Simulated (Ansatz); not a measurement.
in.yaml

```yaml
crystal:
  periodic: [false, false, false]
  atoms:
    - {symbol: As, position_ang: [0.000000, 0.000000, 0.000000]}
    - {symbol: H, position_ang: [0.000000, 0.000000, 1.641400]}
basis:
  gaussian: {orbitals: aug-cc-pVDZ}
total_charge: 1
magnetization: {spin_polarized: false, initial_magnetization: 3}
correlation: {method: ccsd_t, electrons: outside_noble_gas}
output: {forces: true}
```

```sh
$ ansatz run in.yaml --threads 1 --pin off --events-out ev --progress --plain --max-ram 2393MiB
```

Log:

```
509 factors; integrals over basis functions are off by at most 1.1e-3 eV
mean field evaluation 1: about -60799.3190 eV, gradient 6.6e0 eV
mean field evaluation 2: about -60799.3190 eV, gradient 6.6e0 eV
mean field evaluation 4: about -60799.6892 eV, gradient 4.2e-1 eV
mean field evaluation 8: about -60799.6953 eV, gradient 6.3e-3 eV
mean field evaluation 16: about -60799.6953 eV, gradient 3.6e-6 eV
mean field -60799.69533268 eV, -2234.3475919624 hartree, gradient 3.6e-6 eV, S^2 3.750000; 0 other end points of the search recorded, 0 dependent functions left out
14 core orbitals not correlated: weight in the atoms' cores, before any rotation towards them, 1.000 or more for the frozen orbitals, at most 0.000 for the correlated occupied ones
reference -60799.69533268 eV, -2234.3475919624 hartree; 4, 1 occupied and 27, 30 virtual orbitals, 509 factors
second order -1.56154702 eV of doubles, -0.05678212 eV of singles
cycle   1  -1.94128861 eV  change   -3.2e-1 eV  update   4.7e-2
cycle   2  -2.06235382 eV  change   -1.2e-1 eV  update   1.9e-2
cycle   3  -2.07189252 eV  change   -9.5e-3 eV  update   6.7e-3
cycle   4  -2.07391486 eV  change   -2.0e-3 eV  update   2.0e-3
cycle   5  -2.07345554 eV  change    4.6e-4 eV  update   8.0e-4
cycle   6  -2.07349082 eV  change   -3.5e-5 eV  update   2.8e-4
cycle   7  -2.07355758 eV  change   -6.7e-5 eV  update   7.6e-5
cycle   8  -2.07352347 eV  change    3.4e-5 eV  update   1.4e-5
cycle   9  -2.07353183 eV  change   -8.4e-6 eV  update   4.6e-6
cycle  10  -2.07353067 eV  change    1.2e-6 eV  update   1.7e-6
cycle  11  -2.07353051 eV  change    1.6e-7 eV  update   5.1e-7
perturbative correction -0.04499392 eV, -0.0016534960 hartree
the calculation of the forces begins
Total energy: -60801.81385711 eV, -2234.4254462993 hartree
Atom 0 at     0.000000     0.000000     0.000000 Å, force     0.000000    -0.000000     0.228027 eV/Å
Atom 1 at     0.000000     0.000000     1.641400 Å, force    -0.000000     0.000000    -0.228027 eV/Å
Dipole moment:     0.000000    -0.000000     0.255354 e Å
```

Forces (eV/Å):
```
As   0.000  0.000  0.228
H    0.000  0.000 -0.228
```

Ran on 1 thread of Arm Neoverse V2, shared host: 1.4 s wall, 0.17 GiB peak host memory.
